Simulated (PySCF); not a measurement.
## CO₂, singlet: structure and spectrum

Level of theory: PBE in PySCF with C def2-TZVP, O def2-TZVP; no relativity; density-fitted integrals.

The structure is a minimum.

```xyz
3
charge 0 multiplicity 1, angstrom
C     0.0000    0.0000    0.0000
O     0.0000    0.0000    1.1712
O     0.0000    0.0000   -1.1712
```

* Point group: D∞h
* Bond lengths: C–O 1.171 Å (×2)
* Bond angles: O–C–O 180.0°
* Heat capacity Cp at 298.15 K: 37.5 J/(mol K)
* Highest occupied level: -9.02 eV
* Zero-point energy: 29.8 kJ/mol
* Rotational constants: 0.3841 cm⁻¹
* Lowest empty level: -0.41 eV
* Principal quadrupole moments (Buckingham, traceless) about the centre of mass: -4.10, 2.05, 2.05 D Å
* Dipole moment: 0.00 D
* Principal polarisabilities: 10.6, 10.6, 25.5 bohr³
* Entropy at 298.15 K and 1 bar: 214.2 J/(mol K)
* Rotational symmetry number: 2
* Enthalpy at 298.15 K above 0 K: 9.42 kJ/mol
* Atomisation energy without zero-point energy: 1743 kJ/mol

Harmonic modes (masses in u: C 12.000, O 15.995):
```csv
symmetry,ω (cm⁻¹),"IR (km/mol, summed over degenerate members)",μ (u)
πu,645,46.1,12.88
σg+,1323,0.0,15.99
σu+,2363,520,12.88
```

In D∞h the vibrations span πu + σg+ + σu+. The σg+ mode carries no infrared intensity, as symmetry demands. With a centre of inversion only u modes can be infrared active and only g modes Raman active.

Charges (e):
```csv
atom,Mulliken,Löwdin,polar tensor,Mayer order to C1
C1,0.33,-0.43,1.02,–
"O2,3",-0.16,0.21,-0.51,2.16
```

Mulliken populations on C1: s 2.92, p 2.51, d 0.22, f 0.03.

Outer orbital energies (eV). occupied: -29.03, -28.02, -13.78, -12.63, -12.62, -12.62, -9.02, -9.02; empty: -0.41, -0.41, -0.21, 4.06.

Counting electrons, carbon keeps none of its valence electrons outside its bonds, so the VSEPR class is AX2 and the expected shape is linear (D∞h), as computed.

The final relaxation and frequency run took 7.8 s on 2 threads of a shared Arm Neoverse V1 host, with 93 basis functions and 6 gradients; the process peaked at 0.78 GiB.
